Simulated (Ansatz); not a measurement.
Al3H9⁺, that is (H2Al-mu-H)3 with one electron fewer, relaxed as a doublet with UKS r2SCAN-D4/def2-SVP in Ansatz, starting from the r2SCAN-D4/def2-SVP geometry of the neutral singlet. Force threshold 0.02 eV/Å.

In the charge 1 doublet, H3 and H4 lie 0.96 Å apart (atoms count from 1), so these atoms are partly bonded to each other.

Start:

Cartesian coordinates in Å:
```
Al -1.333 0.528 -0.362
H -2.749 1.086 -0.744
H -0.851 0.628 1.356
H 0.031 1.684 -0.368
Al 0.875 0.766 0.913
H 1.633 0.055 -0.539
H 1.802 1.577 1.885
H 0.752 -0.998 1.186
Al 0.458 -1.293 -0.551
H 0.947 -2.663 -1.141
H -1.224 -1.212 0.044
H -0.341 -0.158 -1.679
```

```csv
step,energy (eV),largest force component (eV/Å),SCF passes
1,-19917.6763,1.983,85
2,-19918.2329,0.544,34
3,-19918.2694,0.512,33
4,-19918.3483,0.303,33
5,-19918.3666,0.114,34
6,-19918.3682,0.011,35
7,-19918.3688,0.020,33
8,-19918.3709,0.033,33
9,-19918.3800,0.095,32
10,-19918.3861,0.102,32
11,-19918.4827,0.594,35
12,-19918.6741,0.468,32
13,-19918.8864,0.444,32
14,-19919.0688,0.409,32
15,-19919.1793,0.238,32
16,-19919.2409,0.258,31
17,-19919.2800,0.366,33
18,-19919.2894,0.258,32
19,-19919.3097,0.099,33
20,-19919.3160,0.068,32
21,-19919.3179,0.024,33
22,-19919.3181,0.008,28
```

Force components are those of the run's own axes.

End:

```xyz
12

Al   -1.807    0.284   -0.854
H    -3.201    0.454   -1.536
H    -0.100    1.462    0.864
H    -0.913    1.393    0.354
Al    1.504    0.572    1.219
H     1.627    0.235   -0.431
H     2.695    0.973    2.145
H     0.632   -0.869    1.322
Al    0.384   -1.082   -0.462
H     0.866   -2.444   -1.043
H    -1.342   -1.038    0.088
H    -0.345    0.061   -1.666
```

By distances, no bond broke or formed, bridged metal pairs apart. The bond that changes most is Al5–H8, from 1.79 to 1.69 Å (atoms count from 1). A close non-bonded pair moves further: H3–H4, from 2.21 to 0.96 Å. Metal–metal contacts that move far: Al1–Al5 2.56 to 3.92 Å.

The force fell under the threshold at step 6, but the optimiser went on and released 0.950 eV more. No frequencies were taken in this run, so the end may be a saddle point.

Run time 84 s (4 threads of Arm Neoverse V2 on a shared host).
